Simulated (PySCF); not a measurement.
**BO(OH), singlet: molecular constants**

Method: PySCF, PBE0, basis B def2-TZVP, O def2-TZVP, H def2-TZVP (no relativity, density fitting).

The structure is a minimum.

* Point group: Cs
* Bond lengths: B–O 1.211 Å, B–O 1.322 Å, O–H 0.960 Å
* Bond angles: B–O–H 117.0°, O–B–O 177.5°
* Principal polarisabilities: 14.5, 15.4, 25.9 bohr³
* Dipole moment: 3.87 D
* Rotational constants: 25.47, 0.3105, 0.3068 cm⁻¹
* Zero-point energy: 53.6 kJ/mol
* Enthalpy at 298.15 K above 0 K: 11.35 kJ/mol
* Heat capacity Cp at 298.15 K: 47.3 J/(mol K)
* Highest occupied level: -9.39 eV
* Rotational symmetry number: 1
* Lowest empty level: -0.48 eV
* Atomisation energy without zero-point energy: 1857 kJ/mol
* Principal quadrupole moments (Buckingham, traceless) about the centre of mass: -5.72, 0.25, 5.47 D Å
* Entropy at 298.15 K and 1 bar: 242.8 J/(mol K)

Harmonic modes (masses in u: B 11.009, O 15.995, H 1.008):
```tsv
symmetry	ω (cm⁻¹)	IR (km/mol)	μ (u)
a'	460	49.8	3.91
a''	516	49.8	10.90
a'	936	175	1.41
a'	1040	4.8	8.11
a'	2101	392	11.44
a'	3904	183	1.07
```

Charges (e):
| atom | Mulliken | Löwdin | polar tensor | Mayer order to B1 |
| --- | --- | --- | --- | --- |
| B1 | 0.28 | -0.68 | 1.04 | – |
| O2 | -0.24 | 0.21 | -0.71 | 2.38 |
| O3 | -0.40 | 0.24 | -0.70 | 1.34 |
| H4 | 0.36 | 0.24 | 0.37 | 0.03 |
Other Mayer orders above 0.3: O–H 0.85.

Mulliken populations on B1: s 2.65, p 1.80, d 0.23, f 0.05.

Outer orbital energies (eV). occupied: -27.28, -17.43, -13.08, -12.23, -11.56, -9.68, -9.39; empty: -0.48, 1.38, 1.88, 1.93.

Other isomers or separated fragments may lie lower.

The final relaxation and frequency run took of the order of 60 core-seconds on a shared host.
